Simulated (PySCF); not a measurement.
CFCl3.
SMILES: `FC(Cl)(Cl)Cl`

The closed-shell ground state was solved at several levels (PySCF, density fitting, gas phase, non-relativistic). Isolated species at its GFN2-xTB geometry, gas phase.

| level | basis functions | total energy (Eh) | HOMO (eV) | LUMO (eV) | gap (eV) | dipole (D) |
| --- | --- | --- | --- | --- | --- | --- |
| CAM-B3LYP/6-31G* | 82 | -1518.4504 | -10.49 | -0.04 | 10.45 | 0.23 |
| wB97X-D/6-31G* | 82 | -1518.4074 | -11.04 | 0.53 | 11.57 | 0.24 |
| wB97X/6-31G* | 82 | -1518.4200 | -11.61 | 0.99 | 12.60 | 0.21 |
| mPW1PW91/6-31G* | 82 | -1518.4879 | -9.17 | -1.34 | 7.83 | 0.23 |
| BHandHLYP/6-31G* | 82 | -1518.3952 | -10.46 | -0.13 | 10.33 | 0.34 |
| HCTH407/6-31G* | 82 | -1518.6157 | -7.85 | -2.48 | 5.37 | 0.11 |
| B97-2/6-31G* | 82 | -1518.5226 | -8.88 | -1.42 | 7.46 | 0.22 |
| LC-wPBE/6-31G* | 82 | -1517.9931 | -12.01 | 1.20 | 13.21 | 0.19 |
| OLYP/6-31G* | 82 | -1518.4838 | -7.50 | -2.16 | 5.34 | 0.09 |
| revPBE/6-31G* | 82 | -1518.1614 | -7.56 | -2.24 | 5.32 | 0.08 |

Problem. Estimate the row for HSE06/6-31G*, a basis of 82 functions; the other rows only guide the guess.

Solution. Total energy -1517.9373 Eh, HOMO -8.72 eV, LUMO -1.70 eV, gap 7.02 eV, dipole 0.22 D.

Problem. Over all these levels, which gives the widest orbital gap and which the narrowest?

Solution. LC-wPBE/6-31G* (range-separated hybrid) has the widest, 13.21 eV, and revPBE/6-31G* (GGA) the narrowest, 5.32 eV. From the narrowest to the widest the HOMO moves by -4.45 eV and the LUMO by +3.44 eV.

Problem. In the 6-31G* basis, how does the gap go with the fixed share of exact exchange?

Solution. revPBE (0 %) 5.32 eV; OLYP (0 %) 5.34 eV; HCTH407 (0 %) 5.37 eV; B97-2 (21 %) 7.46 eV; mPW1PW91 (25 %) 7.83 eV; BHandHLYP (50 %) 10.33 eV. Each rise in the share widens the gap here.

Problem. How far do the dipole and the HOMO energy spread over the levels?

Solution. The dipole runs from 0.08 to 0.34 D (mean 0.20 D) and the HOMO from -12.01 to -7.50 eV.

The pairwise dispersion term of wB97X-D wasn't added to the energies; at a given geometry it leaves orbitals and properties as they are.
